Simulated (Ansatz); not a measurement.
**AlClH2O: taking an electron away**

One table from this session's results is given with a row withheld; the runs are named, their logs left out.

Method: unrestricted cation, the program's frozen cores in correlated methods; program: Ansatz 0.2.0, Gaussian basis.

The runs, in order: UKS PBE-D4/def2-TZVPP; UKS r2SCAN-D4/def2-TZVPP; UKS PBE0-D4/def2-TZVPP; UKS B3LYP-D4/def2-TZVPP; UKS wB97X-V/def2-TZVPP; UKS wB97M-V/def2-TZVPP; UKS B2PLYP/def2-TZVPP; UHF-CCSD(T)/def2-TZVPP; UHF-MP2/def2-QZVPP; extrapolation to the limit; then −ε(HOMO) from the neutral's earlier runs with LDA (SPW92), PBE-D4, revPBE-D4, BLYP-D4, r2SCAN-D4, B97M-V, PBE0-D4, B3LYP-D4, r2SCANh-D4, r2SCAN0-D4, HSE06-D4, BHLYP-D4, CAM-B3LYP-D4, LC-ωPBE, ωB97X-V, ωB97M-V.

### The relaxed structure

An earlier PBE0-D4 in a triple-zeta def2 set relaxation fixed the geometry.

SMILES `[OH][AlH][Cl]`, 5 atoms, charge 0, spin multiplicity 1.

Atoms are counted from 1 here; the program's logs count them from 0.

Bond lengths: O1–Al2 1.684 Å, O1–H4 0.956 Å, Al2–Cl3 2.096 Å, Al2–H5 1.563 Å. Angles: Al2–O1–H4 124.3°, O1–Al2–Cl3 119.8°, O1–Al2–H5 119.3°, Cl3–Al2–H5 120.9°.

As a file:

```
O    -1.1101    0.3709   -0.5144
Al    0.4310    0.1849    0.1375
Cl    1.1149   -1.7254    0.6628
H    -1.7195   -0.3491   -0.6695
H     1.3335    1.4450    0.3422
```

The first run:

in.yaml reads:

```yaml
crystal:
  periodic: [false, false, false]
  atoms:
    - {symbol: O, position_ang: [-1.110144, 0.370927, -0.514392]}
    - {symbol: Al, position_ang: [0.431046, 0.184870, 0.137485]}
    - {symbol: Cl, position_ang: [1.114934, -1.725440, 0.662775]}
    - {symbol: H, position_ang: [-1.719527, -0.349051, -0.669462]}
    - {symbol: H, position_ang: [1.333491, 1.444994, 0.342194]}
basis:
  gaussian: {orbitals: def2-TZVPP}
total_charge: 1
magnetization: {spin_polarized: true, initial_magnetization: 1}
hamiltonian: {xc: pbe, dispersion: d4}
```

Among the steps run: Cation, UKS PBE-D4/def2-TZVPP; Cation, UKS r2SCAN-D4/def2-TZVPP; Cation, UKS PBE0-D4/def2-TZVPP; Cation, UKS B3LYP-D4/def2-TZVPP; Cation, UKS wB97X-V/def2-TZVPP; Cation, UKS wB97M-V/def2-TZVPP; Cation, UKS B2PLYP (frozen core)/def2-TZVPP; Cation, UHF-CCSD(T)/def2-TZVPP; Cation, UHF-MP2/def2-QZVPP.

One table of the session follows, with a row left open; its other results are not shown here.

Orbital estimates, from the neutral's runs:

```
  functional  −ε(HOMO) (eV)
 LDA (SPW92)           7.82
      PBE-D4           7.68
   revPBE-D4           7.62
     BLYP-D4           7.53
   r2SCAN-D4           8.04
      B97M-V           8.13
     PBE0-D4           9.11
    B3LYP-D4           8.84
  r2SCANh-D4           8.57
  r2SCAN0-D4           9.35
    HSE06-D4           8.71
    BHLYP-D4          10.40
CAM-B3LYP-D4          10.51
     LC-ωPBE          11.95
     ωB97X-V              ?
     ωB97M-V          11.38
```

**Question.** Estimate the row for ωB97X-V.

The run gave: −ε(HOMO) (eV): 11.56. In the column «−ε(HOMO) (eV)» it lies between ωB97M-V (11.38) and LC-ωPBE (11.95).
